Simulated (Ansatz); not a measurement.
**Lattice parameter a of some fcc solids**

Method: PBE-D3(BJ) (Ansatz, a program for electronic structure, PAW). References are measured values corrected to a static lattice. The table is a random draw of 10 from 12 solids with such references.

Values in Å.

```csv
solid,reference,PBE-D3(BJ),error (%)
fcc Pd,3.876,3.890,+0.36
fcc Ir,3.831,3.841,+0.26
fcc Rh,3.794,3.793,-0.03
fcc Sr,6.045¶,5.932,-1.87
fcc Pb,4.902¶,4.958,+1.14
fcc Ni,3.508,3.478,-0.86
fcc Ag,4.062,4.073,+0.27
fcc Au,4.062,4.103,+1.01
fcc Al,4.018,3.981,-0.92
fcc Pt,3.913,3.929,+0.41
```

Over these 10 solids the mean error is -0.02 %, the mean absolute error 0.71 % (median 0.63 %), and the worst case fcc Sr at -1.87 %; the value is too high in 6 of 10 cases. Over all 12, from unrounded values, the mean error is -0.27 % and the mean absolute error 0.84 % (median 0.87 %).

All these references are brought to a static lattice.

Spin–orbit coupling is left out, also for the solids with elements from indium on (fcc Ir, fcc Pb, fcc Au, fcc Pt); its size isn't shown.

¶ marks references of a special kind: fcc Sr, 6.045 Å (measured, low-temperature or extrapolated to 0 K; zero-point anharmonic expansion removed; as tabulated in Csonka et al. (2009), arXiv:0903.4037); fcc Pb, 4.902 Å (measured, low-temperature or extrapolated to 0 K; zero-point anharmonic expansion removed, our sources range from 4.902 to 4.912; as tabulated in Csonka et al. (2009), arXiv:0903.4037).

Differences are worked out from the printed values.

Ansatz's density-functional and Hartree–Fock values are scalar-relativistic unless marked +SOC, with PAW data made under PBE.

Ansatz's runs of these crystals have no spin polarisation, but for fcc Ni.

Density-functional runs with spin start from parallel moments for fcc Ni.

Of the class's solids with a reference value and a result at some level, none was set aside. At least 1 more with a reference value is held back for tests. Solids without a released value at any level aren't counted. Layered and molecular crystals are counted apart. The metals Ce to Yb are counted apart.

References as tabulated in Mejia-Rodriguez and Trickey (2018), arXiv:1807.09216; Csonka et al. (2009), arXiv:0903.4037.
